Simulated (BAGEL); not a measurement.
# BNH4 (SMILES BN): HF/3-21G (density fitting with qzvpp-jkfit)

What is the energy change on altering one bond length of BNH4 at HF/3-21G (density fitting with qzvpp-jkfit)? 

The results are computed with BAGEL 1.2.2.

6 further runs of the same task are left out: 6 set aside as unsound or not needed. Runs told in other sessions of the task aren't counted.

## Step 1: The system as given

BNH4 has 6 atoms, charge 0, and is taken as a singlet. SMILES: `BN`. Geometry: relaxed at PBE0-D4/def2-TZVP.

Bond lengths: B1–N2 1.385 Å, B1–H3 1.197 Å, B1–H4 1.197 Å, N2–H5 1.006 Å, N2–H6 1.006 Å. Angles: B1–N2–H5 123.2°, B1–N2–H6 123.2°, N2–B1–H3 119.0°, N2–B1–H4 119.0°, H5–N2–H6 113.5°, H3–B1–H4 122.0°.

## Step 2: A single-point energy at HF/3-21G (density fitting with qzvpp-jkfit)

calc.json reads:

```json
{ "bagel": [

{
  "title": "molecule",
  "basis": "3-21g",
  "df_basis": "qzvpp-jkfit",
  "angstrom": true,
  "geometry": [
    { "atom": "B", "xyz": [   -0.128200,   -0.679600,   -0.025600 ] },
    { "atom": "N", "xyz": [    0.146100,    0.677400,    0.010800 ] },
    { "atom": "H", "xyz": [    0.225800,   -1.368000,    0.887500 ] },
    { "atom": "H", "xyz": [   -0.712000,   -1.128700,   -0.969200 ] },
    { "atom": "H", "xyz": [   -0.121600,    1.313700,   -0.720800 ] },
    { "atom": "H", "xyz": [    0.632000,    1.121400,    0.771300 ] }
  ]
},
{
  "title": "hf",
  "charge": 0
},
{
  "title": "print",
  "file": "orbitals.molden",
  "orbitals": true
}

]}
```

Started as:

```bash
$ BAGEL_NUM_THREADS=1 BAGEL calc.json > calc.out
```

What it wrote:

```text
* using 1 threads per process

  ===============================================================
  ===============================================================

  *** Geometry ***

  { "atom" : "B", "xyz" : [     -0.242263,     -1.284258,     -0.048377 ] },
  { "atom" : "N", "xyz" : [      0.276089,      1.280100,      0.020409 ] },
  { "atom" : "H", "xyz" : [      0.426700,     -2.585145,      1.677132 ] },
  { "atom" : "H", "xyz" : [     -1.345485,     -2.132934,     -1.831523 ] },
  { "atom" : "H", "xyz" : [     -0.229791,      2.482533,     -1.362115 ] },
  { "atom" : "H", "xyz" : [      1.194307,      2.119139,      1.457546 ] },

  Number of auxiliary basis functions:      224

  Since a DF basis is specified, we compute 2- and 3-index integrals:
    o Being stored without compression. Storage requirement is 0.001 GB

  Number of basis functions:       26
  Number of electrons      :       16

    * METHOD: MOLECULE                             0.05

  *** RHF ***

  === Nuclear Repulsion ===
    32.3160930479

      * DIIS with orbital gradients will be used.

  === RHF iteration (3-21g) ===
      0        -80.97323946          0.03918126           0.00
      1        -81.02765335          0.01891503           0.00
      2        -81.04260380          0.00265482           0.00
      3        -81.04305949          0.00021138           0.00
      4        -81.04306436          0.00004583           0.00
      5        -81.04306463          0.00000733           0.00
      6        -81.04306464          0.00000199           0.00
      7        -81.04306464          0.00000038           0.00
      8        -81.04306464          0.00000014           0.00
      9        -81.04306464          0.00000004           0.00
     10        -81.04306464          0.00000001           0.00
    * SCF iteration converged.

    * Permanent dipole moment:
           (   -0.161012,    -0.797286,    -0.021366) a.u.

    * METHOD: HF                                   0.08

    * METHOD: PRINT                                0.00

  ===============================================================
```

It took 0.28 s on 1 thread of Arm Neoverse N1, shared host.

## Step 3: The distorted shape

input.json reads:

```json
{ "bagel" : [

{
  "title" : "molecule",
  "basis" : "3-21g",
  "df_basis" : "qzvpp-jkfit",
  "angstrom" : true,
  "geometry" : [
    { "atom" : "B", "xyz" : [      -0.169352,      -0.883187,      -0.031061 ] },
    { "atom" : "N", "xyz" : [       0.146100,       0.677400,       0.010800 ] },
    { "atom" : "H", "xyz" : [       0.184648,      -1.571587,       0.882039 ] },
    { "atom" : "H", "xyz" : [      -0.753152,      -1.332287,      -0.974661 ] },
    { "atom" : "H", "xyz" : [      -0.121600,       1.313700,      -0.720800 ] },
    { "atom" : "H", "xyz" : [       0.632000,       1.121400,       0.771300 ] }
  ]
},

{ "title" : "hf" },

{ "title" : "print", "file" : "orbitals.molden", "orbitals" : true }

]}
```

Started as:

```bash
$ BAGEL_NUM_THREADS=1 BAGEL input.json > input.out
```

What it wrote:

```text
* using 1 threads per process

  ===============================================================
  ===============================================================

  *** Geometry ***

  { "atom" : "B", "xyz" : [     -0.320029,     -1.668982,     -0.058697 ] },
  { "atom" : "N", "xyz" : [      0.276089,      1.280100,      0.020409 ] },
  { "atom" : "H", "xyz" : [      0.348934,     -2.969869,      1.666812 ] },
  { "atom" : "H", "xyz" : [     -1.423251,     -2.517658,     -1.841842 ] },
  { "atom" : "H", "xyz" : [     -0.229791,      2.482533,     -1.362115 ] },
  { "atom" : "H", "xyz" : [      1.194307,      2.119139,      1.457546 ] },

  Number of auxiliary basis functions:      224

  Since a DF basis is specified, we compute 2- and 3-index integrals:
    o Being stored without compression. Storage requirement is 0.001 GB

  Number of basis functions:       26
  Number of electrons      :       16

    * METHOD: MOLECULE                             0.05

  *** RHF ***

  === Nuclear Repulsion ===
    30.0578892934

      * DIIS with orbital gradients will be used.

  === RHF iteration (3-21g) ===
      0        -80.93982781          0.04185209           0.00
      1        -80.99733234          0.02297021           0.00
      2        -81.01973214          0.00287288           0.00
      3        -81.02030203          0.00022304           0.00
      4        -81.02030846          0.00005193           0.00
      5        -81.02030889          0.00001638           0.00
      6        -81.02030894          0.00000744           0.00
      7        -81.02030895          0.00000067           0.00
      8        -81.02030895          0.00000030           0.00
      9        -81.02030895          0.00000006           0.00
     10        -81.02030895          0.00000001           0.00
    * SCF iteration converged.

    * Permanent dipole moment:
           (   -0.099581,    -0.493363,    -0.013222) a.u.

    * METHOD: HF                                   0.08

    * METHOD: PRINT                                0.00

  ===============================================================
```

Wall time 0.26 s (1 thread of Arm Neoverse N1, shared host).

## Step 4: What came out

At HF/3-21G (density fitting with qzvpp-jkfit):

| quantity | value |
| --- | --- |
| first shape: total energy | -81.04306 Eh |
| first shape: dipole moment | 2.07 D |
| first shape: HOMO energy | -11.85 eV |
| first shape: LUMO energy | 4.72 eV |
| first shape: HOMO–LUMO gap | 16.58 eV |
| distorted shape: total energy | -81.02031 Eh |
| distorted shape: dipole moment | 1.28 D |
| distorted shape: HOMO energy | -10.80 eV |
| distorted shape: LUMO energy | 3.77 eV |
| distorted shape: HOMO–LUMO gap | 14.58 eV |
| energy change with the B1–N2 bond stretched from 1.385 to 1.593 Å | 0.619 eV |

In words: With the B1–N2 bond stretched from 1.385 to 1.593 Å the energy rises by 0.62 eV (59.7 kJ/mol). The first shape isn't relaxed at this level, so the change isn't measured from a minimum.
